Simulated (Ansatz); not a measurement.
Geometry optimisation, RKS PBE/def2-SVP in Ansatz.

Input:

```yaml
crystal:
  periodic: [false, false, false]
  atoms:
    - { symbol: C, position_ang: [-1.5927, 0.6623, 1.0568] }
    - { symbol: S, position_ang: [0.0563, 1.233, 0.7299] }
    - { symbol: C, position_ang: [0.3986, 0.2039, -0.7408] }
    - { symbol: C, position_ang: [0.7492, -1.2381, -0.3356] }
    - { symbol: S, position_ang: [1.9185, 0.8551, -1.5645] }
    - { symbol: H, position_ang: [-2.059, 1.3306, 1.8511] }
    - { symbol: H, position_ang: [-1.6453, -0.3375, 1.3592] }
    - { symbol: H, position_ang: [-2.2192, 0.8655, 0.147] }
    - { symbol: H, position_ang: [-0.3909, 0.2844, -1.3991] }
    - { symbol: H, position_ang: [0.9253, -1.8557, -1.1866] }
    - { symbol: H, position_ang: [1.4847, -1.352, 0.41] }
    - { symbol: H, position_ang: [-0.2005, -1.6883, 0.1299] }
    - { symbol: H, position_ang: [2.5955, 1.0023, -0.4425] }
basis:
  gaussian: { orbitals: def2-SVP }
hamiltonian:
  xc: pbe
relax:
  f_tol: 0.015
  max_steps: 40
output:
  orbitals: {}
```

Run as:

```bash
$ ansatz run input.yaml --threads 2 --pin off --max-ram 3072MiB --backend cpu --events-out ev --progress --plain --runs-dir out
```

Where does it end, and by what steps?

The run converged. After 7 steps the energy has fallen by 0.570 eV; H8 moved furthest, 0.34 Å.

```csv
step,energy less start (eV),largest force component (eV/Å),accepted
0,0.0000,4.075,yes
1,-0.5007,0.833,yes
2,-0.5591,0.292,yes
3,-0.5656,0.162,yes
4,-0.5681,0.035,yes
5,-0.5690,0.034,yes
6,-0.5694,0.027,yes
7,-0.5696,0.014,yes
```

```xyz
13
Properties=species:S:1:pos:R:3
C -1.628 0.654 1.105
S -0.043 1.386 0.571
C 0.466 0.240 -0.780
C 0.632 -1.212 -0.346
S 1.990 0.944 -1.524
H -2.052 1.359 1.847
H -1.504 -0.334 1.592
H -2.342 0.569 0.259
H -0.278 0.320 -1.602
H 0.969 -1.833 -1.201
H 1.381 -1.293 0.468
H -0.325 -1.632 0.027
H 2.754 0.798 -0.402
```

Run time: 11 s on 2 threads of Intel(R) Xeon(R) 6975P-C (Granite Rapids), on a shared host, peak memory 0.18 GiB.
